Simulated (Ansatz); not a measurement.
## Down a group: bond dissociation energies of PH2⁻, AsH2⁻

Ansatz 0.2.0, basis aug-cc-pVDZ; geometries are PBE0/def2-TZVP minima. Wave-function levels freeze the cores with the filled d shells of p-block atoms; HF, MP2 and coupled cluster are restricted for singlets and unrestricted otherwise, atoms included (their steps beyond CCSDT(Q) come from restricted open-shell runs), restricted open-shell where a d shell is frozen. NEVPT2 and MRCISD+Q stand on CASSCF in the full valence space, and MRCISD+Q is size-consistent only roughly. The reference is CCSDTQ (coupled cluster only where its series has nearly closed). An error is the level's value less the reference. None of these values is a measured one. Energies are electronic, without zero-point terms. No spin–orbit coupling and no scalar relativity. The set is small: it underbinds, by tens of kJ/mol for each bond, so near ties and functionals' places can change in larger sets. The species are chosen: bound, without strong static correlation by their natural occupations or amplitudes, in their lowest spin state as far as vertical gaps and like structures tell, and with a ladder that closes on the reference, so errors are smaller than for species at large; levels whose determinant breaks symmetry or spin markedly are left out.

```
       species                    bonds (Å)                                 quantity  symmetry of the states  reference  value (kcal/mol)  error CCSD  error CCSD(T)  error CCSDT  error NEVPT2  error MRCISD+Q
 PH2⁻, singlet    P–H 1.436, angle at P 92°    P–H bond energy, to PH⁻ (doublet) + H                  A1 / Π     CCSDTQ              81.7        -0.8            0.0         -0.1          -2.0            -0.4
AsH2⁻, singlet  As–H 1.540, angle at As 91°  As–H bond energy, to AsH⁻ (doublet) + H                  A1 / Π     CCSDTQ              75.7        -0.8            0.0          0.0          -2.1            -0.3
```

The reference falls from P to As, by 6.0 kcal/mol in all.
